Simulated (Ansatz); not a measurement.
# CH2N: the cost of one run

Computed with Ansatz 0.2.0, Gaussian basis. Level: def2-QZVPP, all electrons in the functionals, frozen cores in the correlation of double hybrids and RPA.

To be run: wB97M-V, B2PLYP, at charge 0, quartet; charge 0, doublet; charge 0, sextet; charge 1, triplet; charge 1, quintet.

### 1 What is computed

The geometry is a PBE0/def2-TZVP stationary point (not a proven minimum).

4 atoms, charge 0, spin multiplicity 4.

Atoms are counted from 1 here; the program's logs count them from 0.

Bond lengths: N1–C2 1.434 Å, N1–H3 1.028 Å, C2–H4 1.090 Å. Angles: C2–N1–H3 110.2°, N1–C2–H4 121.0°.

No dispersion term is added; wB97M-V holds VV10 nonlocal correlation.

The geometry shown and the zero of energy belong to the point charge 0, quartet. The yardstick, UCCSD(T), and other wave-function levels (R restricted, U unrestricted, valence and pair active spaces) come from earlier runs.

### 2 wB97M-V, charge 0, quartet

File in.yaml:

```yaml
crystal:
  periodic: [false, false, false]
  atoms:
    - {symbol: N, position_ang: [-0.030066, -0.130755, 0.661245]}
    - {symbol: C, position_ang: [0.116167, 0.102607, -0.745850]}
    - {symbol: H, position_ang: [-0.282647, 0.742725, 1.141042]}
    - {symbol: H, position_ang: [-0.683794, -0.148384, -1.442336]}
basis:
  gaussian: {orbitals: "def2-QZVPP.json"}
magnetization: {spin_polarized: true, initial_magnetization: 3}
hamiltonian: {xc: {name: wB97M-V}}
output: {orbitals: {seedname: orbitals}}
```

Launch:

```
$ ansatz run in.yaml --threads 1 --pin off --events-out ev --progress --plain --max-ram 2393MiB
```

What time and memory should one allow on 1 thread of Arm Neoverse V2, shared host?

About 12 s, with a peak of 0.3 GiB.
